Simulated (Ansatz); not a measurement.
Two shapes of doublet B₃.

Shape 1:

```xyz
3

B     0.0000    0.4874   -0.8442
B     0.0000   -0.9748    0.0000
B     0.0000    0.4874    0.8442
```

Shape 2:

```xyz
3

B    -0.0123    0.4656   -0.7354
B    -0.0230   -0.8685    0.0284
B     0.0212    0.4965    0.7844
```

Basis set: def2-SVP (spherical functions). Frozen core: 3 orbitals. Correlation on ROHF uses semicanonical orbitals with singles. Charge 0, multiplicity 2.

Computed with Ansatz (development build ahead of 0.2.0); each method stands on the lowest determinant of its kind that the runs found.

Question: Which shape is lower in energy, and by how much in each method?

Answer:

```csv
method,E(2) − E(1) (eV)
ROHF,-0.466
UHF,-0.148
ROHF-MP2,-0.215
UHF-MP2,-0.698
ROHF-CCSD(T),-0.144
```

Shape 2 is lower. Caution for ROHF, ROHF-MP2, ROHF-CCSD(T): an unrestricted determinant lies well below; the determinant may break the point group. Caution for UHF, UHF-MP2: the unrestricted determinant is a mixture of spin states.
